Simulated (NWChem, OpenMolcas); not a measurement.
C2H2F2 (vinylidene fluoride): the dipole moment, rung by rung

C2H2F2: 6 atoms, total charge 0, spin state singlet. As SMILES, `C=C(F)F`. Geometry: relaxed at PBE0-D4/def2-TZVP.

Quantity: the dipole moment, in D. The values are calculated.

**What was measured.** NIST CCCBDB gives the dipole moment of the gas as 1.38 D.

```
             level                    kind     program  value (D)  computed − measured  CPU time
    HF/aug-cc-pVDZ            Hartree–Fock      NWChem       1.50                +0.12      63 s
 SVWN5/aug-cc-pVDZ                     LDA  OpenMolcas       1.15                -0.23      37 s
  BLYP/aug-cc-pVDZ                     GGA  OpenMolcas       1.12                -0.26      49 s
   PBE/aug-cc-pVDZ                     GGA  OpenMolcas       1.08                -0.30      45 s
revPBE/aug-cc-pVDZ                     GGA  OpenMolcas       1.06                -0.32      45 s
 M06-L/aug-cc-pVDZ                meta-GGA  OpenMolcas       1.11                -0.27      59 s
  TPSS/aug-cc-pVDZ                meta-GGA  OpenMolcas       1.15                -0.23      63 s
 wB97X/aug-cc-pVDZ  range-separated hybrid      NWChem       1.27                -0.11   2.7 min
```

Nearest: wB97X/aug-cc-pVDZ (-0.11 D); farthest: revPBE/aug-cc-pVDZ (-0.32 D). The measured dipole is a vibrational average, so differences of a few hundredths of a debye mean little. Computed less measured by kind, in D (aug-cc-pVDZ rows): Hartree–Fock +0.12; LDA -0.23; GGA -0.32 to -0.26; meta-GGA -0.27 to -0.23; range-separated hybrid -0.11. Magnitudes only. CPU times are rough (shared hosts, several kinds of processor): they show what a rung costs within a factor of a few.
